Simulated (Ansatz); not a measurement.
Run times for Si2H4 (SMILES [SiH][SiH3])

Si2H4 has 6 atoms, charge 0, and is taken as a triplet. As SMILES, `[SiH][SiH3]`. The shape is that of a GFN2-xTB optimisation.

```xyz
6

Si    0.3227   -1.5759    0.2873
Si   -0.3001    0.5233   -0.2457
H     1.4279   -2.0178    1.1558
H    -1.4565    0.3761   -1.1360
H     0.7149    1.3253   -0.9511
H    -0.7089    1.3690    0.8897
```

Program: Ansatz 0.2.0. Hardware: 1 thread of AMD EPYC 9R14 (Zen 4), shared host, so times are rough. Ansatz fits the integrals of SCF and DFT runs by default. Its times include its search for lower SCF states.

Q: Estimate their order by wall time, quickest first.
A. energy at U-r2SCAN/STO-3G
B. energy at UPBE/STO-3G
C. energy at UCCSDTQ/STO-3G, 10 core orbitals frozen
D. energy at UCCSD/STO-3G, 10 core orbitals frozen

A: D (0.2 s), B (1.4 s), A (3.6 s), C (24 s).
